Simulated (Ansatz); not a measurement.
Cost and result for the atomization energy of AlH2S2 (`[SH][Al][SH]`) radical (5 atoms, 4 bonds).

Charge 0, multiplicity 2. Geometry: relaxed with PBE0-D4/def2-TZVP. It is one conformer, not always the lowest. Program: Ansatz. Hardware: A = 2 threads of a server CPU on a shared host; B = 2 threads of an AMD EPYC 7R13 on a shared host and a share of an NVIDIA H100 80 GB. Times are those of one run each, without the atoms' runs, and a repeat can differ threefold. Electronic energies, without spin–orbit coupling; frozen cores. CCSD(T)/CBS extrapolates def2-TZVPP and def2-QZVPP, and its time is that of the two runs behind it. T1 = 0.015; ⟨S²⟩ of the reference is 0.75. HSE06 is the plane-wave form, built on full-range PBE exchange.

CCSD(T)/CBS is a level of theory with its own doubt, some kJ/mol a heavy atom from the limit and from the frozen cores, so smaller differences don't rank the functionals.

| level | functions | wall time | atomization (kcal/mol) | difference from CCSD(T)/CBS | per bond |
| --- | --- | --- | --- | --- | --- |
| LDA (SPW92)/def2-TZVPP [A] | 154 | 1.8 s | 370.8 | 46.3 | 11.6 |
| BLYP-D4/def2-TZVPP [A] | 154 | 2.6 s | 318.3 | -6.2 | -1.5 |
| revPBE-D4/def2-TZVPP [A] | 154 | 2.8 s | 321.4 | -3.1 | -0.8 |
| CCSD(T)/def2-SVP [A] | 64 | 3 s | 291.9 | -32.6 | -8.1 |
| BHLYP-D4/def2-TZVPP [A] | 154 | 4.5 s | 311.6 | -12.9 | -3.2 |
| HSE06-D4/def2-TZVPP [A] | 154 | 5.5 s | 323.9 | -0.6 | -0.1 |
| CAM-B3LYP-D4/def2-TZVPP [A] | 154 | 5.5 s | 318.5 | -6.0 | -1.5 |
| r2SCAN-D4/def2-TZVPP (with forces) [A] | 154 | 6 s | 330.2 | 5.7 | 1.4 |
| B2PLYP/def2-TZVPP [A] | 154 | 6.5 s | 315.2 | -9.3 | -2.3 |
| CCSD(T)/def2-TZVPP [B] | 154 | 7.5 s | 311.1 | -13.4 | -3.3 |
| CCSD(T)/def2-QZVPP [B] | 270 | 9.5 s | 318.9 | -5.6 | -1.4 |
| ωB97M-V/def2-TZVPP (with forces) [A] | 154 | 13 s | 324.9 | 0.4 | 0.1 |
| CCSD(T)/CBS(def2) | – | 17 s | 324.5 | 0.0 | 0.0 |

From PBE to PBE0 (25 % exact exchange), in def2-TZVPP and without D4, the atomization energy moves by −4.5 kcal/mol: exact exchange takes away binding that semilocal exchange gives to molecules. Leaving LDA and LC-ωPBE aside and taking each functional with its dispersion term where it has one, the values, not all of them listed here, spread over 19.4 kcal/mol, from BHLYP-D4 to B97M-V. LDA lies +45.4 kcal/mol from PBE without D4, its usual overbinding. The D4 term adds +5.1 kcal/mol with B3LYP and +2.6 kcal/mol with PBE0; it sums over pairs of atoms, weighted by their polarisabilities, and B3LYP, whose exchange is more repulsive, gets the larger term.

B3LYP here is the variant with VWN-RPA as its local correlation; programs differ in this.
